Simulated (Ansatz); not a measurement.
Crystal: S$_{2}$O, antifluorite type, 3 atoms in the cell.

Computed with PBE, plane waves, PAW datasets (generated soft set 1) (Ansatz 0.2.0 development build).

Cutoff 420 eV; k-mesh 34×34×34 Γ-centred; Fermi–Dirac smearing of 0.0612 eV; no spin polarisation.

The fit to the energies gives V₀ = 14.231 Å³/atom (a₀ = 5.548 Å), B₀ = 86.7 GPa, B₀′ = 4.17.

**Question.** What pressure does the program print at V = 14.800 Å³/atom, and how far above the lowest computed point (V = 14.231 Å³/atom) does the energy lie?

**Answer.** -3.13 GPa and 5.74 meV/atom. All points:

| V (Å³/atom) | a (Å) | E − E(min) (meV/atom) | P (GPa) |
| --- | --- | --- | --- |
| 13.377 | 5.4347 | 15.44 | 6.10 |
| 13.661 | 5.4730 | 6.63 | 3.86 |
| 13.946 | 5.5107 | 1.60 | 1.83 |
| 14.231 | 5.5480 | 0.00 | 0.00 |
| 14.515 | 5.5847 | 1.48 | -1.64 |
| 14.800 | 5.6210 | 5.74 | -3.13 |
| 15.084 | 5.6568 | 12.51 | -4.47 |

The published all-electron PBE values for this crystal (mean of FLEUR and WIEN2k, k-spacing 0.06 Å⁻¹; Bosoni et al., Nat. Rev. Phys. 6, 45 (2024)) are V₀ = 14.232 Å³/atom, B₀ = 86.6 GPa, B₀′ = 4.17.

The stress includes the program's correction for the finite plane-wave basis.

This cubic structure is a model: it isn't the usual form of the substance at ambient conditions, and such phases are metastable or hypothetical.
